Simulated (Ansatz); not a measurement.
This Ansatz (an electronic-structure program) input (B3LYP/cc-pV(D+d)Z) gives -920.40009 Eh with 46 basis functions. A basis named .json is the Basis Set Exchange file of that set (core-valence sets with the plain set on hydrogen).

Ansatz 0.2 input:
```yaml
crystal:
  periodic: [false, false, false]
  atoms:
    - {symbol: Cl, position_ang: [-0.00000000, -0.00000000, -1.00677069]}
    - {symbol: Cl, position_ang: [0.00000000, 0.00000000, 1.00677069]}
basis:
  gaussian:
    orbitals: cc-pV_D+d_Z.json
hamiltonian:
  xc: {name: B3LYP}
magnetization: {spin_polarized: false}
```

Change:
```diff
- orbitals: cc-pV_D+d_Z.json
+ orbitals: 6-311G__.json
```

Question: What does the run give now?

Answer: -920.40785 Eh (B3LYP/6-311G**, 54 functions), a change of -7.76 mEh.
